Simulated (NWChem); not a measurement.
The numbers come from NWChem runs, not from measurements. System: CH4, charge 0, spin multiplicity 1, displaced from the optimised geometry. Level: RHF/cc-pVDZ, spin-restricted.

Input file:

```
start mol
memory heap 200 mb stack 800 mb global 1000 mb
geometry units angstroms nocenter noautoz noautosym
  C      0.000000     0.000000    -0.000000
  H      0.000000     0.896585     0.633980
  H      0.000000    -0.824859     0.583261
  H     -0.896586     0.000000    -0.633979
  H      0.896586     0.000000    -0.633979
end
basis spherical
  * library cc-pvdz
end
scf
  rhf
  nopen 0
  maxiter 100
  thresh 1e-7
  semidirect memsize 60000000 filesize 0
end
task scf energy
```

NWChem printed:

```
             Northwest Computational Chemistry Package (NWChem) 7.3.0
             --------------------------------------------------------

                                NWChem Input Module
                                -------------------

 Scaling coordinates for geometry "geometry" by  1.889725989
 (inverse scale =  0.529177249)

                             Geometry "geometry" -> ""
                             -------------------------

 Output coordinates in angstroms (scale by  1.889725989 to convert to a.u.)

  No.       Tag          Charge          X              Y              Z
 ---- ---------------- ---------- -------------- -------------- --------------
    1 C                    6.0000     0.00000000     0.00000000     0.00000000
    2 H                    1.0000     0.00000000     0.89658500     0.63398000
    3 H                    1.0000     0.00000000    -0.82485900     0.58326100
    4 H                    1.0000    -0.89658600     0.00000000    -0.63397900
    5 H                    1.0000     0.89658600     0.00000000    -0.63397900

 Effective nuclear repulsion energy (a.u.)      13.6243585233

            Nuclear Dipole moment (a.u.)
            ----------------------------
        X                 Y               Z
 ---------------- ---------------- ----------------
     0.0000000000     0.1355424863    -0.0958412330


 Summary of "ao basis" -> "" (spherical)
 ------------------------------------------------------------------------------
       Tag                 Description            Shells   Functions and Types
 ---------------- ------------------------------  ------  ---------------------
 *                          cc-pvdz                   on all atoms

 Summary of "ao basis" -> "ao basis" (spherical)
 ------------------------------------------------------------------------------
       Tag                 Description            Shells   Functions and Types
 ---------------- ------------------------------  ------  ---------------------
 C                          cc-pvdz                  6       14   3s2p1d
 H                          cc-pvdz                  3        5   2s1p

                                 NWChem SCF Module
                                 -----------------

  ao basis        = "ao basis"
  functions       =    34
  atoms           =     5
  closed shells   =     5
  open shells     =     0
  charge          =   0.00
  wavefunction    = RHF
  use symmetry    = F
  symmetry adapt  = F

 Summary of "ao basis" -> "ao basis" (spherical)
 ------------------------------------------------------------------------------
       Tag                 Description            Shells   Functions and Types
 ---------------- ------------------------------  ------  ---------------------
 C                          cc-pvdz                  6       14   3s2p1d
 H                          cc-pvdz                  3        5   2s1p

 Forming initial guess at       0.0s

      Superposition of Atomic Density Guess
      -------------------------------------

 Sum of atomic energies:         -39.66326211

      Non-variational initial energy
      ------------------------------

 Total energy =     -40.286285
 1-e energy   =     -78.576252
 2-e energy   =      24.665609
 HOMO         =      -0.519081
 LUMO         =       0.112595

 Starting SCF solution at       0.2s

 ----------------------------------------------
         Quadratically convergent ROHF

 Convergence threshold     :          1.000E-07
 Maximum no. of iterations :          100
 Final Fock-matrix accuracy:          1.000E-09
 ----------------------------------------------

              iter       energy          gnorm     gmax       time
             ----- ------------------- --------- --------- --------
                 1      -40.1803870322  4.09D-01  2.04D-01      0.2
                 2      -40.1923267394  1.16D-01  4.79D-02      0.2
                 3      -40.1935265398  3.12D-03  1.28D-03      0.2
                 4      -40.1935278035  2.59D-06  1.35D-06      0.3
                 5      -40.1935278035  2.80D-09  1.12D-09      0.3

       Final RHF  results
       ------------------

         Total SCF energy =    -40.193527803483
      One-electron energy =    -80.040332046820
      Two-electron energy =     26.222445720060
 Nuclear repulsion energy =     13.624358523277

        Time for solution =      0.1s

             Final eigenvalues
             -----------------

              1
    1  -11.2099
    2   -0.9493
    3   -0.5604
    4   -0.5391
    5   -0.5391
    6    0.1944
    7    0.2730
    8    0.2730
    9    0.2816
   10    0.5829
   11    0.5917
   12    0.5917
   13    0.8847
   14    0.8847
   15    0.9044

                       ROHF Final Molecular Orbital Analysis
                       -------------------------------------

 Vector    3  Occ=2.000000D+00  E=-5.604002D-01
              MO Center=  7.0D-14, -2.1D-01,  1.5D-01, r^2= 1.2D+00
   Bfn.  Coefficient  Atom+Function         Bfn.  Coefficient  Atom+Function
  ----- ------------  ---------------      ----- ------------  ---------------
    20     -0.388904  3 H  s                  5      0.354399  1 C  py
     6     -0.250584  1 C  pz                 8      0.150524  1 C  py

 Vector    4  Occ=2.000000D+00  E=-5.390619D-01
              MO Center=  6.9D-10, -1.0D-03, -3.1D-01, r^2= 1.2D+00
   Bfn.  Coefficient  Atom+Function         Bfn.  Coefficient  Atom+Function
  ----- ------------  ---------------      ----- ------------  ---------------
     4      0.420766  1 C  px                25     -0.316612  4 H  s
    30      0.316612  5 H  s                  7      0.199517  1 C  px

 Vector    5  Occ=2.000000D+00  E=-5.390611D-01
              MO Center= -6.9D-10,  2.9D-01,  1.0D-01, r^2= 1.2D+00
   Bfn.  Coefficient  Atom+Function         Bfn.  Coefficient  Atom+Function
  ----- ------------  ---------------      ----- ------------  ---------------
    15      0.365588  2 H  s                  6      0.343561  1 C  pz
     5      0.242920  1 C  py                25     -0.182800  4 H  s
    30     -0.182800  5 H  s                  9      0.162909  1 C  pz
    16      0.155145  2 H  s

 Vector    6  Occ=0.000000D+00  E= 1.943805D-01
              MO Center=  7.4D-14,  2.6D-02, -1.8D-02, r^2= 4.7D+00
   Bfn.  Coefficient  Atom+Function         Bfn.  Coefficient  Atom+Function
  ----- ------------  ---------------      ----- ------------  ---------------
     3      2.384988  1 C  s                 16     -0.860781  2 H  s
    26     -0.860781  4 H  s                 31     -0.860781  5 H  s
    21     -0.837352  3 H  s

 Vector    7  Occ=0.000000D+00  E= 2.729695D-01
              MO Center= -1.0D-06, -6.6D-04, -8.4D-01, r^2= 3.9D+00
   Bfn.  Coefficient  Atom+Function         Bfn.  Coefficient  Atom+Function
  ----- ------------  ---------------      ----- ------------  ---------------
    26      1.827153  4 H  s                 31     -1.827151  5 H  s
     7      1.406267  1 C  px                 4      0.299048  1 C  px

 Vector    8  Occ=0.000000D+00  E= 2.729695D-01
              MO Center=  1.0D-06,  7.9D-01,  2.8D-01, r^2= 3.9D+00
   Bfn.  Coefficient  Atom+Function         Bfn.  Coefficient  Atom+Function
  ----- ------------  ---------------      ----- ------------  ---------------
    16      2.109814  2 H  s                  9     -1.148209  1 C  pz
    26     -1.054903  4 H  s                 31     -1.054906  5 H  s
     8     -0.811909  1 C  py                 6     -0.244171  1 C  pz
     5     -0.172655  1 C  py

 center of mass
 --------------
 x =   0.00000000 y =   0.00852102 z =  -0.00602516

 moments of inertia (a.u.)
 ------------------
          10.904111014579           0.000000000000           0.000000000000
           0.000000000000          11.349665674681          -0.315048379110
           0.000000000000          -0.315048379110          11.126932202304

  Mulliken analysis of the total density
  --------------------------------------

    Atom       Charge   Shell Charges
 -----------   ------   -------------------------------------------------------
    1 C    6     6.12   2.00  0.63  0.42  2.05  0.98  0.04
    2 H    1     0.97   0.74  0.19  0.03
    3 H    1     0.98   0.79  0.16  0.04
    4 H    1     0.97   0.74  0.19  0.03
    5 H    1     0.97   0.74  0.19  0.03

       Multipole analysis of the density wrt the origin
       ------------------------------------------------

     L   x y z        total         open         nuclear
     -   - - -        -----         ----         -------
     0   0 0 0     -0.000000      0.000000     10.000000

     1   1 0 0      0.000000      0.000000      0.000000
     1   0 1 0     -0.019350      0.000000      0.135542
     1   0 0 1      0.013683      0.000000     -0.095841

     2   2 0 0     -6.170445      0.000000      5.741318
     2   1 1 0      0.000000      0.000000      0.000000
     2   1 0 1     -0.000000      0.000000      0.000000
     2   0 2 0     -6.188273      0.000000      5.300377
     2   0 1 1      0.012605      0.000000      0.311786
     2   0 0 2     -6.179373      0.000000      5.520804

 Task  times  cpu:        0.3s     wall:        0.3s

 Total times  cpu:        0.3s     wall:        0.3s
```
